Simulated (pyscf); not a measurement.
**Substitution at C: ethane (H₃C–CH₃) + amino radical (NH₂•) → methylamine (H₃C–NH₂) + methyl (CH₃•)**

Gas phase, doublet surface, charge 0. Bonds broken: C1–C2. Bonds formed: C1–N9. Optimised with ωB97X-D3(BJ)/def2-SVP in PySCF. Correlated levels are frozen-core, on RHF or UHF. ΔMP2 is the change of the MP2 total energy from the triple- to the quadruple-zeta basis.

Transition state (Å):

```xyz
11

C     -1.1767     0.3489    -0.0017
C      0.4708    -0.6979     0.2204
H     -1.2155     0.0463    -1.0485
H     -1.6643    -0.2798     0.7439
H     -0.5777     1.2094     0.3049
H      0.7665    -0.5863     1.2715
H      0.1959    -1.7287    -0.0360
H      1.2038    -0.2687    -0.4747
N     -2.7040     1.3802    -0.1965
H     -2.3605     2.1293    -0.8128
H     -2.7435     1.8512     0.7177
```

One imaginary mode, 1304i cm⁻¹; descent along it reached the two sides named.

| bond | change | reactant side (Å) | saddle | product side |
|---|---|---|---|---|
| C1–C2 | breaks | 1.527 | 1.964 | 3.6 |
| C1–N9 | forms | 3.3 | 1.853 | 1.456 |

Electronic energies relative to the separated reactants (kcal/mol):

```tsv
level	barrier	reaction energy	reverse barrier
ωB97X-D3(BJ)/def2-TZVP	52.3	+6.4	45.9
PBE/def2-TZVP	40.1	+4.6	35.6
r²SCAN/def2-TZVP	44.6	+5.0	39.7
B3LYP-D3(BJ)/def2-TZVP	46.8	+5.7	41.2
PBE0-D3(BJ)/def2-TZVP	47.7	+5.5	42.2
M06-2X/def2-TZVP	49.7	+4.4	45.3
ωB97M-D3(BJ)/def2-TZVP	51.1	+5.7	45.4
HF/def2-TZVP	73.0	+9.2	63.8
MP2/def2-QZVPP	54.6	+3.6	51.0
CCSD/def2-TZVPP	54.9	+6.6	48.4
CCSD(T)/def2-TZVPP	50.9	+6.4	44.5
CCSD(T)/def2-TZVPP + ΔMP2(QZVPP)	50.3	+5.7	44.5
```

With CCSD(T)/def2-TZVPP + ΔMP2(QZVPP) energies and thermal terms (ideal gas, 1 atm, RRHO with modes under 100 cm⁻¹ raised to 100, one conformer, R ln 2 for chiral ones without a mode under 150 cm⁻¹), in kcal/mol:

```json
[
 {"T (K)": "298", "ΔH‡": "50.8", "ΔG‡": "59.4", "ΔH": "+5.8", "ΔG": "+4.9"},
 {"T (K)": "600", "ΔH‡": "51.4", "ΔG‡": "68.0", "ΔH": "+6.1", "ΔG": "+3.9"},
 {"T (K)": "900", "ΔH‡": "52.1", "ΔG‡": "76.1", "ΔH": "+6.2", "ΔG": "+2.7"},
 {"T (K)": "1200", "ΔH‡": "52.8", "ΔG‡": "84.0", "ΔH": "+6.2", "ΔG": "+1.6"}
]
```

The same reactants have a lower exit, to •H₂C–CH₃ + NH₃ (barrier +10.8 kcal/mol at ωB97M-D3(BJ), against +51.1 kcal/mol here). One saddle was located; it need not be the lowest between these sides. The angle at the attacked C is 178°. The CCSD(T) − MP2 part came from Ansatz, without density fitting, on the same reference. A UHF reference is spin-contaminated (<S²> up to 0.91), which harms MP2 most.
